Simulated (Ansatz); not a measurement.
Born–Oppenheimer molecular dynamics of BH$_{5}$N$_{2}$ (8 atoms, charge 0, multiplicity 1). It starts from a relaxed structure.

These are results of RKS PBE0-D4/def2-SVP (Ansatz 0.2.0), not measurements.

```
ensemble        : NVT, Nosé–Hoover chain
time step       : 0.25 fs
steps asked     : 250
set temperature : 2000 K
thermostat      : time constant 100 fs, chain length 3 (defaults)
seed            : 552470
```

First frame:

```xyz
8
Properties=species:S:1:pos:R:3
B 0.087 0.124 0.059
N 0.027 -0.153 1.442
H -0.837 -0.095 1.960
H 0.821 -0.423 2.007
N 1.278 0.052 -0.696
H 2.181 -0.200 -0.318
H 1.294 0.255 -1.684
H -0.937 0.440 -0.510
```

Task: How far do the bonds stretch over the last three quarters of this one trajectory? (Pairs bonded in most of those frames.)

Result: 
| bond | mean (Å) | spread (Å) | shortest | longest |
| --- | --- | --- | --- | --- |
| B1–N2 | 1.439 | 0.028 | 1.37 | 1.48 |
| B1–N5 | 1.421 | 0.034 | 1.36 | 1.47 |
| B1–H8 | 1.227 | 0.041 | 1.17 | 1.29 |
| N2–H3 | 1.021 | 0.035 | 0.96 | 1.08 |
| N2–H4 | 1.036 | 0.045 | 0.96 | 1.10 |
| N5–H6 | 1.032 | 0.067 | 0.93 | 1.13 |
| N5–H7 | 1.014 | 0.032 | 0.96 | 1.08 |

Mean temperature of the second half: 1139 K. The conserved energy stayed within 0.41 meV per atom of its start (net change 0.34 meV per atom), so the integration is sound. The mean temperature of the second half is 43 % below the set value. A run of 0.062 ps of so small a system gives no equilibrium averages.

The run took 4.3 min on 1 thread of Intel(R) Xeon(R) 6975P-C (Granite Rapids), on a shared host, peak memory 0.12 GiB.
